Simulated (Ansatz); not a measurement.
# BH₂O+ (triplet): the correlation ladder, def2-QZVPP

The task here is to estimate one member of a computed series from the others.

Program: Ansatz 0.2.0, Gaussian basis. Level of theory: def2-QZVPP, core rule «outside noble gas», up to 2 orbitals frozen. These are calculated values, not measurements.

The runs, in order: UHF; ROHF; CCSD(T) on UHF.

2 further runs of the same task are left out: 2 set aside as unsound or not needed.

## What is computed

The geometry is a PBE0/def2-TZVP stationary point (not a proven minimum) of the parent state, kept for this charge and spin.

4 atoms, charge 1, spin multiplicity 3.

Atoms are counted from 1 here; the program's logs count them from 0.

Bond lengths: B1–O2 1.281 Å, B1–H3 1.211 Å, B1–H4 1.211 Å. Angles: O2–B1–H3 119.9°, O2–B1–H4 119.9°, H3–B1–H4 120.3°.

Set-up of the first run:

in.yaml

```yaml
crystal:
  periodic: [false, false, false]
  atoms:
    - {symbol: B, position_ang: [0.000000, 0.000000, 0.668909]}
    - {symbol: O, position_ang: [0.000000, 0.000000, -0.612266]}
    - {symbol: H, position_ang: [0.000000, 1.050271, 1.272063]}
    - {symbol: H, position_ang: [0.000000, -1.050271, 1.272063]}
basis:
  gaussian: {orbitals: "def2-QZVPP.json"}
total_charge: 1
magnetization: {spin_polarized: true, initial_magnetization: 2}
hamiltonian: {xc: hf}
output: {orbitals: {seedname: orbitals}}
```

The run is started by

```sh
$ ansatz run in.yaml --threads 1 --pin off --events-out ev --progress --plain --max-ram 2393MiB
```

Steps of the session up to this table: UHF; ROHF; CCSD(T) on UHF.

One of the session's tables, all rows but one given; the rest of the session is left out.

It belongs to the step «Misses and costs». 

```
  method  from UCCSD(T) (kcal/mol)
    ROHF                   +202.51
     UHF                   +193.66
    UMP2                    +26.88
   UCCSD                         ?
UCCSD(T)                         0
```

Estimate the missing values for UCCSD.

**Answer.** from UCCSD(T) (kcal/mol): +5.89. In the column «from UCCSD(T) (kcal/mol)» it lies between UCCSD(T) (0) and UMP2 (+26.88).
